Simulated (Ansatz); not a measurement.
Predict the output of the script below (the Ansatz DFT code, driven from Python).

Script `alclfh.py`:
```python
"""Run AlClFH from an input written out key by key."""

import ansatz as az
import numpy as np

DECK = """
crystal:
  periodic: [false, false, false]
  atoms:
    - { symbol: F, position_ang: [0.5602, -1.1262, 1.3972] }
    - { symbol: Al, position_ang: [0.1061, 0.043, 0.0386] }
    - { symbol: Cl, position_ang: [-1.7483, -0.2761, -1.1792] }
    - { symbol: H, position_ang: [1.1375, 1.299, -0.277] }
basis:
  gaussian: { orbitals: cc-pVDZ }
hamiltonian:
  xc: { name: B97 }
output:
  forces: true
"""


def main() -> None:
    session = az.Session.from_yaml(DECK)
    rep = session.plan(threads=1).execute().report

    for key in ("converged", "free_energy_ev", "reference_energy_ev", "n_frozen", "n_occupied", "n_virtual"):
        print(f"{key:22s} {rep[key]}")
    symbols = ["F", "Al", "Cl", "H"]

    print("forces (eV/A)")
    for symbol, f in zip(symbols, rep["forces_ev_ang"]):
        print(f"  {symbol:2s} {f[0]:9.4f} {f[1]:9.4f} {f[2]:9.4f}")
    charges = rep["charge_distribution"]
    print("dipole moment", round(4.803205 * float(np.linalg.norm(charges["dipole_moment_e_ang"])), 3), "D")
    print("Mulliken:", [(s, round(q, 3)) for s, q in zip(symbols, charges["mulliken_charges_e"])])


if __name__ == "__main__":
    main()
```

```console
$ python alclfh.py
converged              True
free_energy_ev         -21852.512325095315
reference_energy_ev    -21852.512325095315
n_frozen               0
n_occupied             [20, 20]
n_virtual              [35, 35]
forces (eV/A)
  F    -0.8836    1.9320   -2.3181
  Al    0.2848   -1.3065    1.1910
  Cl    1.2833    0.1622    0.9208
  H    -0.6844   -0.7877    0.2064
dipole moment 1.715 D
Mulliken: [('F', -0.394), ('Al', 0.724), ('Cl', -0.264), ('H', -0.065)]
```

Caveats:
- Total energies depend on the basis set; only differences at equal settings carry meaning.
- The geometry is a force-field or estimated start, not a minimum of this method, and the basis set is short of its limit.
- Finished in 2.4 s on 1 thread of Intel(R) Xeon(R) Platinum 8488C (Sapphire Rapids) (shared host), peak memory 0.18 GiB.

(Lines on the test bed's own set-up are left out of the output.)
